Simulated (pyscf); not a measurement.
[HO–V(Cl)(Cl)–Cl]• (SMILES [OH][V]([Cl])([Cl])[Cl]) + HCl (SMILES Cl) → [Cl–V(Cl)(Cl)–Cl]• (SMILES [Cl][V]([Cl])([Cl])[Cl]) + H₂O (SMILES O) (four-centre exchange; doublet surface; O–V, Cl–H broken, Cl–V, H–O formed). Single points on ωB97X-D3(BJ)/def2-SVP structures (PySCF, gas phase). Energies in kcal/mol from the separated reactants.

```
level                   barrier  reaction energy
----------------------  -------  ---------------
ωB97X-D3(BJ)/def2-TZVP        ?             -3.2
B3LYP-D3(BJ)/def2-TZVP      7.2             -3.3
PBE0-D3(BJ)/def2-TZVP       5.6             -3.3
M06-2X/def2-TZVP            6.1             -1.8
ωB97M-D3(BJ)/def2-TZVP      9.9             -1.2
HF/def2-TZVP                  ?                ?
```

Complete the blanks.


- ωB97X-D3(BJ)/def2-TZVP, barrier: 7.0
- HF/def2-TZVP, barrier: 24.2
- HF/def2-TZVP, reaction energy: +1.7

The functionals in the table span 4.3 kcal/mol in this barrier, from PBE0-D3(BJ) to ωB97M-D3(BJ)/def2-TZVP. On the product side the descent ends in an adduct with a O–V contact, 11.0 kcal/mol under the separated species and 21.2 kcal/mol under the saddle at ωB97X-D3(BJ)/def2-TZVP. What is counted as broken (O–V) persists as a longer contact in the product adduct; parting that adduct is a step of its own. One saddle was located; it need not be the lowest between these sides. Open-shell species with a d-block atom are single-reference here; other states, and whether the spin sits on metal or ligand, were not checked.
